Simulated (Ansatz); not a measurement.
## Ansatz (development build ahead of 0.2.0) run

```yaml
crystal:
  periodic: [false, false, false]
  atoms:
    - { symbol: C, position_ang: [0.0, 0.0, -1.36185] }
    - { symbol: C, position_ang: [0.0, 0.0, 0.0] }
    - { symbol: C, position_ang: [0.0, 0.0, 1.36185] }
basis:
  gaussian: { orbitals: def2-SVP }
hamiltonian:
  xc: hf
correlation:
  method: ccsd_t
  frozen_orbitals: { C: 1 }
scf:
  omitted_lower_state_checks: [starts, atomic_configurations, cluster_reference, orbital_swaps, given_window_search, neighbouring_geometries, increment]
```

The input is written out in the form of the current development build from the run's settings.

The run gave:

```yaml
Converged: yes
Reference_energy: -113.24124 hartree
Correlation_energy: -0.38562 hartree
Total_energy: -113.62686 hartree
Stability_test: minimum among restricted orbitals
```
